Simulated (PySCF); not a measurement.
SMILES [CH2][C]([CH2])[CH2], triplet (PBE0/def2-SVP optimised geometry):

```
10

C     -0.796     1.225     0.000
C     -0.089     0.000     0.000
C     -0.796    -1.225     0.000
C      1.326     0.000     0.000
H     -0.266     2.180     0.000
H     -1.888     1.243     0.000
H     -0.267    -2.180     0.000
H     -1.888    -1.243     0.001
H      1.888     0.936     0.000
H      1.888    -0.936     0.000
```

Calculation: PySCF with unrestricted PBE0/def2-TZVP.

Problem. What are the frontier orbital energies (α orbitals alone; a β orbital can be the lowest empty one) and the dipole moment?

Solution. HOMO-2 -10.14 eV, HOMO-1 -6.18 eV, HOMO -6.18 eV, LUMO 1.54 eV, LUMO+1 1.69 eV; dipole moment 0.00 D.

On the same geometry unrestricted PBE/def2-TZVP in PySCF 2.14.0 gives HOMO-2 -8.65 eV, HOMO-1 -4.89 eV, HOMO -4.89 eV, LUMO 0.46 eV, LUMO+1 0.86 eV; dipole moment 0.00 D.

Meta-Löwdin charges at PBE0/def2-TZVP: C1 -0.25, C2 0.02, C3 -0.25, C4 -0.25, H5 0.12, H6 0.12, H7 0.12, H8 0.12, H9 0.12, H10 0.12.
